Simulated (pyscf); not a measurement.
A first-order saddle from PySCF, ωB97X-D3(BJ)/def2-SVP:

```
As
H 1 1.7171
H 2 1.0033 1 74.86
As 2 2.0402 3 146.35 1 0.02
```
Charge 0, spin multiplicity 1.

Surface: singlet, charge 0. Lowest wavenumbers (cm⁻¹): 1723i, 384, 592, 830, 1693.

Task: What reaction is this the transition state of?

Result: HAs=AsH ⇌ As≡As + H₂, an elimination read from left to right: As–H, As–H broken and H–H formed. At ωB97M-D3(BJ)/def2-TZVP it lies +253.7 kJ/mol from the left side and +219.4 kJ/mol from the right (each side as separated species at their lowest minima found). On the reactant side the descent ends in the other cis-trans isomer, a step of its own away from the zero, 11.7 kJ/mol over the lowest minimum found and 251.1 kJ/mol under the saddle at ωB97X-D3(BJ)/def2-TZVP. At the saddle there is also a short As–H contact that neither side keeps. At ωB97X-D3(BJ)/def2-TZVP the barrier from the zero used here is 262.8 kJ/mol. One saddle was located; it need not be the lowest between these sides. Elements up to Kr have no core potential and no relativistic terms here.
